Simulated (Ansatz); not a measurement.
fcc Ir was calculated with r²SCAN+SOC (Ansatz, an electronic-structure program, PAW).

Numerical settings: plane-wave cutoff 560 eV, 24×24×24 k mesh, Fermi–Dirac smearing 0.05 eV, PAW data made under PBE.

The volume scan:

| V (Å³/atom) | E − E_lowest (meV/atom) | P (GPa) |
|---|---|---|
| 13.372 | 67.06 | 26.82 |
| 13.657 | 28.54 | 16.77 |
| 13.941 | 6.82 | 7.87 |
| 14.226 | 0.00 | -0.02 |
| 14.510 | 6.36 | -7.00 |
| 14.795 | 24.38 | -13.17 |
| 15.079 | 52.70 | -18.62 |

Problem. Fit the third-order Birch–Murnaghan equation and give B0 and B′.

Solution. V0 = 14.225 Å³/atom, B0 = 371 GPa, B′ = 5.1 (fit to the energies at full precision).

Measured, for comparison: bulk modulus 365 GPa (corrected for temperature and zero-point phonon effects; as tabulated in Levämäki et al. (2014), arXiv:1402.3671); equilibrium volume per atom 14.06 Å³/atom (static lattice: zero-point anharmonic expansion removed; as tabulated in Mejia-Rodriguez and Trickey (2018), arXiv:1807.09216). Computed (rounded) less measured: bulk modulus +2 %, equilibrium volume per atom +1.1 %.

Computed values are for the static lattice.

Computing time: roughly 17 core-minutes.
